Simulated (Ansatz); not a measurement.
# CH5SSi: the cost of one run

All numbers below are computed with Ansatz 0.2.0 (UKS PBE0/def2-SVP).

## Step 1: Starting point

Bond lengths: C1–Si2 1.833 Å, Si2–S3 2.190 Å, C1–H4 1.077 Å, C1–H5 1.076 Å, Si2–H6 1.457 Å, Si2–H7 1.456 Å, S3–H8 1.324 Å. Angles: C1–Si2–S3 106.3°, C1–Si2–H6 113.2°, C1–Si2–H7 115.7°, S3–Si2–H6 105.6°, S3–Si2–H7 100.8°, H6–Si2–H7 113.6°, Si2–C1–H4 121.9°, Si2–C1–H5 123.0°, H4–C1–H5 114.8°, Si2–S3–H8 96.8°.

Coordinates:

```xyz
8

C    -0.8576    0.3141   -0.9747
Si    0.5724    0.4525    0.1635
S     0.9475   -1.5650    0.9274
H    -0.8334   -0.3214   -1.8441
H    -1.8095    0.7749   -0.7787
H     0.2958    1.2704    1.3374
H     1.8521    0.7490   -0.4644
H    -0.1674   -1.6745    1.6337
```

## Step 2: Relaxing end A

input.yaml reads:

```yaml
crystal:
  periodic: [false, false, false]
  atoms:
    - { symbol: C, position_ang: [-0.85755, 0.31407, -0.97473] }
    - { symbol: Si, position_ang: [0.57243, 0.45254, 0.16346] }
    - { symbol: S, position_ang: [0.9475, -1.56495, 0.92741] }
    - { symbol: H, position_ang: [-0.83335, -0.32142, -1.84413] }
    - { symbol: H, position_ang: [-1.80945, 0.77489, -0.77872] }
    - { symbol: H, position_ang: [0.29577, 1.27036, 1.33736] }
    - { symbol: H, position_ang: [1.85206, 0.74897, -0.46436] }
    - { symbol: H, position_ang: [-0.16741, -1.67446, 1.6337] }
magnetization:
  spin_polarized: true
  initial_magnetization: 1
basis:
  gaussian: { orbitals: def2-SVP }
hamiltonian:
  xc: pbe0
relax:
  f_tol: 0.02
  max_steps: 50
output:
  orbitals: {}
```

Command:

```bash
$ ansatz run input.yaml --threads 2 --pin off --max-ram 3072MiB --backend cpu --events-out ev --progress --plain --runs-dir out
```

What time and memory should one allow on 2 threads of Arm Neoverse V2, shared host?

About 17 s, with a peak of 0.17 GiB.
